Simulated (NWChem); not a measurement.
# One shape, several levels: triplet PH3

We compute a comparison of 4 runs (UHF/STO-3G, UHF/3-21G, UB3LYP/6-31G*) of triplet PH3. 

The results are computed with NWChem 7.3.0.

43 further runs of the same task are left out: 43 set aside as unsound or not needed.

**1. The structure to begin with**

The species is PH3 (4 atoms), meant as a triplet with charge 0. SMILES of the parent species: `P`. Geometry: relaxed at PBE0-D4/def2-TZVP. That shape belongs to the parent species and isn't relaxed for this state.

Bond lengths: P1–H2 1.420 Å, P1–H3 1.420 Å, P1–H4 1.420 Å. Angles: H2–P1–H3 93.1°, H2–P1–H4 93.1°, H3–P1–H4 93.1°.

**2. A single-point energy at UHF/STO-3G (run 1)**

run.nw

```
start run
memory stack 880 mb heap 220 mb global 1100 mb
charge 0

geometry units angstroms noautosym nocenter noautoz
  P     0.346000   -0.326500   -0.332800
  H     0.630900   -0.034000    1.027000
  H    -1.005500   -0.663000   -0.057200
  H     0.028700    1.023500   -0.636900
end

basis spherical bse
  * library STO-3G
end

scf
  triplet
  uhf
  thresh 1e-08
  maxiter 80
  print low
end

task scf energy
```

Launch:

```bash
$ nwchem run.nw > run.out
```

The log of the run:

```text
[...]
  functions       =    12
[...]
  wavefunction    = UHF
[...]
         Total SCF energy =   -338.282892254679
      One electron energy =   -505.264748179782
      Two electron energy =    149.439232812803
 Nuclear repulsion energy =     17.542623112300
                       Sz =      1.0000
                 Sz(Sz+1) =      2.0000
                      S^2 =      2.0123
[...]
```

It took 0.94 s on 1 thread of Intel Xeon Platinum 8488C (Sapphire Rapids), shared host; peak memory 0.094 GiB.

**3. The energy at UHF/3-21G (run 2)**

run.nw

```
start run
title "H3P"
memory total 2200 mb

geometry units bohr noautosym nocenter noautoz
P   0.65384524 -0.61699558 -0.62890085
H   1.19222821 -0.06425069  1.94074873
H  -1.90011962 -1.25288842 -0.10809233
H   0.05423514  1.93413469 -1.20356657
end

basis spherical bse
* library 3-21G
end

scf
triplet
uhf
thresh 1e-08
maxiter 80
end

task scf energy
```

Launch:

```bash
$ nwchem run.nw > run.out
```

The log of the run:

```text
[...]
  functions       =    19
[...]
  wavefunction    = UHF
[...]
         Total SCF energy =   -340.473020653238
      One electron energy =   -505.187558997456
      Two electron energy =    147.171916495518
 Nuclear repulsion energy =     17.542621848700
                       Sz =      1.0000
                 Sz(Sz+1) =      2.0000
                      S^2 =      2.0114
[...]
```

Run time: 1.4 s. Hardware: 1 thread of Intel Xeon Platinum 8488C (Sapphire Rapids), shared host; peak memory 0.097 GiB.

Run 3 isn't shown in full; the table further down has it.

**4. The energy at UB3LYP/6-31G(d) (Cartesian functions) (run 4)**

run.nw

```
START run
memory stack 880 mb heap 220 mb global 1100 mb
GEOMETRY noautosym nocenter noautoz
 P        0.346000      -0.326500      -0.332800
 H        0.630900      -0.034000       1.027000
 H       -1.005500      -0.663000      -0.057200
 H        0.028700       1.023500      -0.636900
END
BASIS "ao basis" cartesian
 * library 6-31G*
END
DFT
 xc b3lyp
 mult 3
 grid xfine
 convergence energy 1e-08
 maxiter 100
 mulliken
END
TASK dft energy
```

Launch:

```bash
$ nwchem run.nw > run.out
```

The log of the run:

```text
[...]
          Wavefunction type:  spin polarized.
          No. of atoms     :     4
          No. of electrons :    18
[...]
          Charge           :     0
          Spin multiplicity:     3
[...]
          AO basis - number of functions:    25
[...]
              XC Information
              --------------
                         B3LYP Method XC Potential
                     Hartree-Fock (Exact) Exchange  0.200
                        Slater Exchange Functional  0.800 local
                    Becke 1988 Exchange Functional  0.720 non-local
              Lee-Yang-Parr Correlation Functional  0.810
                  VWN I RPA Correlation Functional  0.190 local
[...]
 d= 0,ls=0.0,diis     1   -342.8870599127 -3.60D+02  3.22D-02  5.08D-02     0.7
[...]
 d= 0,ls=0.0,diis    21   -342.9136854871 -1.19D-09  1.12D-06  4.94D-12    12.2
[...]
         Total DFT energy =     -342.913685487107
      One electron energy =     -507.544759790347
           Coulomb energy =      171.424485782879
    Exchange-Corr. energy =      -24.336034591939
 Nuclear repulsion energy =       17.542623112300
[...]
      Total Density - Mulliken Population Analysis
     ---------------------------------------------
    Atom       Charge   Shell Charges
 -----------   ------   -------------------------------------------------------
    1 P   15    15.02   2.00  1.99  5.97  1.20  2.34  0.43  0.93  0.15
    2 H    1     1.03   0.52  0.51
    3 H    1     1.03   0.52  0.51
    4 H    1     0.93   0.50  0.43
[...]
      <S2> =      2.0035 (Exact =     2.0000)
[...]
```

It took 13 s on 1 thread of Intel Xeon Platinum 8488C (Sapphire Rapids), shared host; peak memory 0.12 GiB.

**5. Overview of the runs**

```csv
run,level,iteration cap,module,energy (Eh),⟨S²⟩,wall time
1,UHF/STO-3G,80,scf,-338.282892,2.012,0.94 s
2,UHF/3-21G,80,scf,-340.473021,2.011,1.4 s
3,UB3LYP/6-31G* (spherical functions),100,dft,-342.911293,2.003,14 s
4,UB3LYP/6-31G* (Cartesian functions),100,dft,-342.913685,2.003,13 s
```

**6. Outcome**

```
                                 quantity          value
                      run 4: total energy  -342.91369 Eh
                     run 4: dipole moment         0.15 D
run 4: HOMO energy (highest over α and β)       -1.70 eV
                              run 4: ⟨S²⟩          2.003
```

What this shows: In run 1 the basis is minimal, so the values are rough. All runs together took 29 s, the longest 14 s.
